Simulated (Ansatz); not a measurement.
Ba2SnSe4 (P2₁/c, No. 14): band gap by level of theory

No measured value is used here.

| level (code) | value (eV) |
|---|---|
| LDA (Ansatz) | 1.27 |
| PBE (Ansatz) | 1.45 |
| r²SCAN (Ansatz) | 1.82 |
| HSE06 (Ansatz) | 2.26 |
| PBE0 (Ansatz) | 2.91 |

Computed values are for a static lattice. Spin–orbit coupling is included only where a level's name says +SOC; with heavier elements it mostly lowers gaps and can invert bands.  Values are at a fixed cell, not relaxed at this level and not confirmed as the measured one. Cutoffs and k meshes differ between the levels. Ansatz's density-functional and Hartree–Fock values are scalar-relativistic unless marked +SOC, with PAW data made under PBE.

Ansatz is a first-principles code.
